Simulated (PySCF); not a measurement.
**Working with the constants of SiH**

UHF-CCSD(T) constants of SiH, ²Π (doublet), unpaired electrons π ↑ (PySCF, no relativity, basis sets Si STO-3G, H STO-3G; masses 27.9769 and 1.0078 u):

| Property | Result |
| --- | --- |
| ωe | 2424.0 cm⁻¹ |
| ωexe | 27.7 cm⁻¹ |
| Be | 7.668 cm⁻¹ |
| αe | 0.144 cm⁻¹ |
| De to Si + H | 3.96 eV |

**Question.** What force constant and bond length do these constants imply?

**Answer.** Reduced mass μred = 0.97278 u; k = 5.8918×10⁻⁷·μred·ωe² (u, cm⁻¹, mdyn/Å) = 3.37 mdyn/Å; Re = √(16.8576/(μred·Be)) (u, cm⁻¹, Å) = 1.503 Å.

**Question.** Estimate the centrifugal constant D from the Kratzer relation and find the Dunham coefficient a1.

**Answer.** D = 4Be³/ωe² = 0.000307 cm⁻¹; a1 = −1 − αeωe/(6Be²) = -1.99.

Correlated steps freeze 5 core orbitals. STO-3G is very small, so such numbers show the basis as much as the molecule. The state was picked by a PBE0 search and need not be the measured ground state.
